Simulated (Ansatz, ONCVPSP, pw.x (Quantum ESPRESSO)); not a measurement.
pw.x on bcc W: one setting changed

Potential: optimised norm-conserving Vanderbilt (ONCV), ONCVPSP 4.0.1.1 (patched build), PBE; core [Xe] 4f14, reference 5d4 6s2; waves: 6s: rc 2.75 bohr, ncon 3, nbas 6, qcut 2 1/bohr, 3 projectors, debl 2.4 Ha; p scattering state at 0.02 Ha: rc 2.95 bohr, ncon 3, nbas 8, qcut 2.8 1/bohr, 2 projectors, debl 2.7 Ha; 5d: rc 1.70 bohr, ncon 5, nbas 8, qcut 6.7 1/bohr, 1 projector; f scattering state at 0.36 Ha: rc 2.70 bohr, ncon 4, nbas 7, qcut 4.1 1/bohr, 2 projectors, debl 4 Ha; local part: polynomial inside 1.70 bohr (lpopt 3, dvloc0 3 Ha); core correction: none. In the p channel the program set the typed energies aside and used 0.050, 2.750 Ha.

The reference run (k-mesh 14³, cutoffs 40/160 Ry, Fermi–Dirac 0.01 Ry, mixing_beta 0.4, conv_thr 1e-9, no spin) gives -1.49 GPa at 16.130 Å³/atom, where all-electron LAPW gives 0.30 GPa. This run, with its own iteration cap, changes smearing to gauss.

```
&control
  calculation='scf', prefix='x', pseudo_dir='./', outdir='./tmp', tstress=.true., disk_io='none'
/
&system
  ibrav=0, nat=1, ntyp=1, ecutwfc=40, ecutrho=160, nbnd=10,
  occupations='smearing', smearing='gauss', degauss=0.01
/
&electrons
  conv_thr=1e-09, mixing_beta=0.4, electron_maxstep=60
/
ATOMIC_SPECIES
W 1.0 W.UPF
CELL_PARAMETERS angstrom
  -1.59168867 1.59168867 1.59168867
  1.59168867 -1.59168867 1.59168867
  1.59168867 1.59168867 -1.59168867
ATOMIC_POSITIONS crystal
W 0.0000 0.0000 0.0000
K_POINTS automatic
14 14 14 0 0 0
```

```bash
pw.x < W.scf.in > W.scf.out
```

How does the run end?

It converges in 9 iterations; the free energy moves by +16.3 meV/atom and the pressure by +0.03 GPa. Gaussian smearing of the same width is narrower in effect than Fermi–Dirac, so its quadratic term in F is smaller.

```
Message from routine setup:
     using ibrav=0 with symmetry is DISCOURAGED, use correct ibrav instead
     lattice parameter (alat)  =       5.2098  a.u.
     unit-cell volume          =     108.8506 (a.u.)^3
     number of electrons       =         6.00
     number of Kohn-Sham states=           10
     kinetic-energy cutoff     =      40.0000  Ry
     charge density cutoff     =     160.0000  Ry
     scf convergence threshold =      1.0E-09
     Exchange-correlation= PBE
     number of k points=   104  Gaussian smearing, width (Ry)=  0.0100
     iteration #  1     ecut=    40.00 Ry     beta= 0.40
     total energy              =     -15.47281055 Ry
     estimated scf accuracy    <       0.04552609 Ry
     iteration #  2     ecut=    40.00 Ry     beta= 0.40
     total energy              =     -15.47111968 Ry
     estimated scf accuracy    <       0.00975748 Ry
     iteration #  3     ecut=    40.00 Ry     beta= 0.40
     total energy              =     -15.47281453 Ry
     estimated scf accuracy    <       0.00033221 Ry
     [... 3 iterations left out ...]
     iteration #  7     ecut=    40.00 Ry     beta= 0.40
     total energy              =     -15.47283394 Ry
     estimated scf accuracy    <       0.00000033 Ry
     iteration #  8     ecut=    40.00 Ry     beta= 0.40
     total energy              =     -15.47283394 Ry
     estimated scf accuracy    <       0.00000006 Ry
     iteration #  9     ecut=    40.00 Ry     beta= 0.40
     the Fermi energy is    15.2673 ev
!    total energy              =     -15.47283395 Ry
     estimated scf accuracy    <          6.1E-10 Ry
     smearing contrib. (-TS)   =      -0.00059290 Ry
     The total energy is F=E-TS. E is the sum of the following terms:
     one-electron contribution =      10.21150328 Ry
     hartree contribution      =       0.15485010 Ry
     xc contribution           =      -4.06022150 Ry
     ewald contribution        =     -21.77837294 Ry
     convergence has been achieved in   9 iterations
          total   stress  (Ry/bohr**3)                   (kbar)     P=      -14.64
     Message from routine punch:
     Nothing written, as per user request (disk_io='none')
```

The run took about 15 s on one core of a shared host (Neoverse-N1, 64 threads, 124 GiB, load 54).
